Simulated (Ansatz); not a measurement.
```yaml
crystal:
  periodic: [false, false, false]
  atoms:
    - {symbol: Cl, position_ang: [-2.481173, -0.621294, -0.037624]}
    - {symbol: C, position_ang: [-1.062272, 0.079867, -0.427479]}
    - {symbol: C, position_ang: [-0.007326, -0.410126, 0.331376]}
    - {symbol: Cl, position_ang: [0.306877, -1.976548, -0.057115]}
    - {symbol: C, position_ang: [1.174804, 0.299038, 0.119656]}
    - {symbol: Cl, position_ang: [1.043334, 1.838918, 0.666617]}
    - {symbol: H, position_ang: [-1.159894, 1.063268, -0.259980]}
    - {symbol: H, position_ang: [-0.900240, -0.080117, -1.403984]}
    - {symbol: H, position_ang: [-0.246412, -0.402360, 1.305344]}
    - {symbol: H, position_ang: [1.928289, -0.130008, 0.618659]}
    - {symbol: H, position_ang: [1.404022, 0.339372, -0.855452]}
basis:
  gaussian: {orbitals: STO-3G}
hamiltonian: {xc: {name: HF}}
correlation: {method: mp2, frozen_orbitals: {Cl: 9}}
scf: {lower_state_search: off}
output: {forces: true}
```

```sh
$ ansatz run in.yaml --threads 2 --pin off --events-out ev --progress --plain --max-ram 22528MiB --backend cpu
```

Shortened log:

```
Functional definition: HF
Error: "frozen_orbitals" has no count for C
```

Q: Something in this input is off. What?

A: Frozen orbitals are typed for one element alone, and the program wants a count for each. The input was rejected before any iteration.
